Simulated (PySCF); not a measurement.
CHN. Atoms are numbered in the order given.

```xyz
3

C      0.0000     0.0000     0.4964
N      0.0000     0.0000    -0.6492
H      0.0000     0.0000     1.5660
```
Charge 0, spin multiplicity 1.

Coordinates come from a ωB97X-D3(BJ)/def2-TZVPD optimisation.

Method: ωB97X-D3(BJ)/def2-TZVPD run with PySCF.

Frequencies are harmonic and unscaled.

Modes within 1.5 cm⁻¹ of each other (mostly degenerate sets) share a row, with their intensities summed.

Computed harmonic wavenumbers and intensities:
```csv
mode,ν (cm⁻¹),IR (km/mol),Raman (Å⁴/amu),depolarisation,moving atoms (share of kinetic energy)
1–2,781,70.2,0.5,0.75,"H 73 %, C 23 %"
3,2239,2.6,61.0,0.07,"N 47 %, C 40 %, H 14 %"
4,3460,66.4,23.7,0.23,"H 83 %, C 16 %"
```
